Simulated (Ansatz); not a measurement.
Two isomers of C4H7N: A = `NC1C=CC1`, B = `C=NC(=C)C`.

Program: Ansatz. Geometries: PBE0-D4/def2-TZVP. ΔE: electronic, gas phase. CCSD(T)/CBS adds triple-zeta CCSD(T) − MP2 to the extrapolated MP2 energy (def2 sets, frozen cores). DFT in def2-TZVPP. B3LYP here is the variant with VWN-RPA as its local correlation; programs differ in this. One conformer a species, not always the lowest.

Question: Which isomer does CCSD(T)/CBS put lower? Give the gap. (Estimate.)

Answer: The calculation gave: B, by 9.6 kcal/mol.

Question: Give E(B) − E(A) in kcal/mol with MP2/def2-TZVPP, CCSD(T)/def2-TZVPP, B2PLYP, B3LYP-D4, ωB97M-V, PBE-D4, B3LYP. (Best estimate.)

Answer: Ansatz gave: MP2/def2-TZVPP -8.8, CCSD(T)/def2-TZVPP -10.8, B2PLYP -12.9, B3LYP-D4 -14.3, ωB97M-V -9.3, PBE-D4 -10.3, B3LYP -14.5. None reverses the order clearly.

Largest T1 diagnostic: 0.012.

From PBE to PBE0 (25 % exact exchange), in def2-TZVPP and without D4, E(B) − E(A) moves by +2.7 kcal/mol. In def2-TZVPP, CCSD(T) changes the Hartree–Fock value by +3.4 kcal/mol (the triples alone add −0.5 kcal/mol) and MP2 by +5.3 kcal/mol.
